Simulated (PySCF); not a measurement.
C2H6O3S.
SMILES with atom numbers: `[CH3:1][CH2:2][S:3](=[O:4])(=[O:5])[OH:6]` (hydrogens: H7, H8, H9 on C1; H10, H11 on C2; H12 on O6)

Computed with PySCF at wB97X-D/pcSseg-2, non-relativistic, on one gas-phase PBE0-D3(BJ)/def2-TZVP geometry that isn't relaxed in the solvent. The solvent is an IEF-PCM continuum (cavity from Bondi-type radii × 1.2). The model holds no explicit solvent molecules, cavitation or dispersion.

Gas phase at wB97X-D/pcSseg-2: HOMO -11.09 eV, LUMO 1.78 eV, dipole 4.15 D.

Task: What does the continuum do to the energy, the frontier levels and the dipole at wB97X-D/pcSseg-2 in chloroform?

Result: 
| solvent | ε | E(solvent) − E(gas) (kJ/mol) | polarisation term (kJ/mol) | distortion of the solute (kJ/mol) | HOMO (eV) | LUMO (eV) | dipole (D) |
| --- | --- | --- | --- | --- | --- | --- | --- |
| chloroform | 4.711 | -33.19 | -37.13 | 3.94 | -11.15 | 2.20 | 4.94 |

The polarisation term is half the interaction of the solute with the surface charges that it induces; the rest is the cost of distorting the solute's density. The sum is the electrostatic part of solvation alone.

Task: Which radius a makes the point-dipole formula ΔE = −[(ε − 1)/(2ε + 1)]·μ²/a³ give the value in chloroform, with the gas-phase dipole?

Result: μ = 1.633 au and |ΔE| = 0.01264 Eh give a = 2.23 Å; the farthest nucleus lies 2.57 Å from the centroid of the nuclei, so such a sphere wouldn't even hold the nuclei. The formula assumes a rigid point dipole at the centre of a sphere.

The values belong to the conformer `[CH3:1][CH2:2][S:3](=[O:4])(=[O:5])[OH:6]`: C1–C2–S3–O4 -50°, H–O6–S3–C2 105°.

wB97X-D is run here without its empirical dispersion term; that term would change no orbital, density or response property at a fixed geometry.
